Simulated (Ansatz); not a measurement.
This Ansatz (an electronic-structure program) input (MP2/cc-pCVQZ) gives -189.79809 Eh with 342 basis functions. A basis named .json is the Basis Set Exchange file of that set (core-valence sets with the plain set on hydrogen).

Ansatz 0.2 input:
```yaml
crystal:
  periodic: [false, false, false]
  atoms:
    - {symbol: O, position_ang: [-1.05124578, -0.53895713, -0.04517009]}
    - {symbol: C, position_ang: [0.22159526, 0.58565329, 0.00865797]}
    - {symbol: O, position_ang: [1.25638181, 0.13571604, 0.12856953]}
    - {symbol: H, position_ang: [-0.77813459, -1.47076695, -0.15085754]}
    - {symbol: H, position_ang: [-0.30730441, 1.53440276, -0.05254589]}
    - {symbol: H, position_ang: [-1.88522068, -0.35162684, -0.51573992]}
basis:
  gaussian:
    orbitals: cc-pCVQZ.json
total_charge: 1
magnetization: {spin_polarized: false}
correlation: {method: mp2, electrons: outside_noble_gas}
```

Change:
```diff
- correlation: {method: mp2, electrons: outside_noble_gas}
+ correlation: {method: mp2, frozen_orbitals: {C: 0, H: 0, O: 0}}
```

Task: What does the run give now?

Result: -189.96596 Eh (MP2/cc-pCVQZ, 342 functions), a change of -167.87 mEh.
